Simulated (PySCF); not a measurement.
Below is a simulated gas-phase C 1s photoelectron spectrum of `CC(C)(C)C#N`.

Every computed line was given a Gaussian of 0.5 eV full width at half maximum and an area set by the number of equivalent atoms; the highest printed point is 100. Theory: delta-SCF UKS SCAN, pcX-2 on the ionised atom, pcseg-1 elsewhere, spin-free X2C (PySCF).

(binding energy (eV), intensity): (290.4, 0), (290.5, 1), (290.6, 5), (290.7, 14), (290.8, 32), (290.9, 58), (291.0, 85), (291.1, 100), (291.2, 94), (291.3, 71), (291.4, 44), (291.5, 25), (291.6, 18), (291.7, 22), (291.8, 33), (291.9, 45), (292.0, 53), (292.1, 55), (292.2, 50), (292.3, 39), (292.4, 26), (292.5, 14), (292.6, 6), (292.7, 2), (292.8, 1), (292.9, 0)

**Question.** How many maxima does the curve show, and how many computed lines lie under it?

**Answer.** The curve has 2 maxima (at 291.1 and 292.1 eV). Under it lie 3 lines from 3 inequivalent carbon sites. At this width some lines have no maximum of their own.

**Question.** Decompose the envelope and assign each component. Numbering: `[CH3:1][C:2]([CH3:3])([CH3:4])[C:5]#[N:6]`.

**Answer.** 
```json
{"position (eV)": "291.12", "relative area": "3", "line": "C 1s", "atoms": "C1/C3/C4", "environment": "methyl carbon"}
{"position (eV)": "291.94", "relative area": "1", "line": "C 1s", "atoms": "C5", "environment": "nitrile carbon"}
{"position (eV)": "292.21", "relative area": "1", "line": "C 1s", "atoms": "C2", "environment": "sp3 carbon next to a nitrile"}
```

Lowest listed C 1s: C1/C3/C4, bonded to C and 3 H. Highest, 1.09 eV above it: C2, bonded to 4 C. Summing the Pauling electronegativity differences to the bonded atoms, each weighted by its formal bond order, gives -1.05 for the lowest site and 0.00 for the highest; the largest sum, +1.47, belongs to C5, 0.27 eV below the top.

No satellites, vibrations or lifetime broadening are included. The first atom of each set that the bonding makes equivalent was ionised and stands for the set. Isolated species at its PBE0-D3(BJ)/def2-SVP geometry, gas phase.
